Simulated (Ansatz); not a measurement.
The first iterations of a band of C$_{3}$H$_{6}$FNO (12 atoms, charge 0, multiplicity 1).

Computed with Ansatz, RKS PBE-D4/def2-SVP.

| Quantity | Value |
| --- | --- |
| movable images | 7 |
| climbing image | yes |
| spring | 5.0 eV/Å² |
| optimiser | quadratic models (default) |
| start path | through a guess of the saddle point |
| force threshold | 0.03 eV/Å |
| iteration limit | 60 |
| end points | relaxed |

Image 0:

```xyz
12
Properties=species:S:1:pos:R:3
C 0.038 -0.415 1.723
C 0.361 -0.449 0.255
O 1.244 0.618 -0.254
C -0.066 0.606 -0.696
N -0.254 0.531 -2.094
F -0.882 1.587 -0.184
H 0.925 -0.692 2.329
H -0.768 -1.141 1.952
H -0.299 0.594 2.026
H 0.611 -1.444 -0.168
H -1.221 0.295 -2.338
H 0.388 -0.145 -2.516
```

Image 8:

```xyz
12
Properties=species:S:1:pos:R:3
C 0.016 -0.381 1.748
C 0.383 -0.538 0.299
O 1.305 0.457 -0.264
C 0.000 0.446 -0.726
N -0.199 0.121 -2.082
F -0.744 1.543 -0.291
H 0.868 -0.660 2.400
H -0.834 -1.048 2.000
H -0.275 0.663 1.968
H 0.597 -1.564 -0.059
H -1.201 0.025 -2.282
H 0.161 0.881 -2.677
```

| iteration | highest image above the first end (eV) | largest band force component (eV/Å) |
| --- | --- | --- |
| 1 | 0.828 | 6.591 |
| 2 | 0.275 | 2.622 |
| 3 | 0.093 | 0.591 |

**Question.** Does the band converge within its limit, and where does its top end?

**Answer.** The forces met the threshold. It ended after 9 iterations with the highest image 0.082 eV above the first end. A vibrational analysis at the climbing image gives one clearly imaginary mode, 519i cm⁻¹: a first-order saddle point.

Time of the run: 72 s on 2 threads of Intel(R) Xeon(R) 6975P-C (Granite Rapids), with other jobs on the host, peak memory 0.16 GiB.
